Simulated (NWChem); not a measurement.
water (H2O); SMILES O

Results from NWChem. The geometry was optimised at PBE0-D3(BJ)/def2-TZVP.

Problem. What does the run give for PBE0/def2-TZVPP? Quantities: highest occupied level (eV); orbital gap (eV); dipole (D).

Solution. 
```
Property                     Result
---------------------------  ------
highest occupied level (eV)   -8.90
orbital gap (eV)               9.75
dipole (D)                     1.94
```
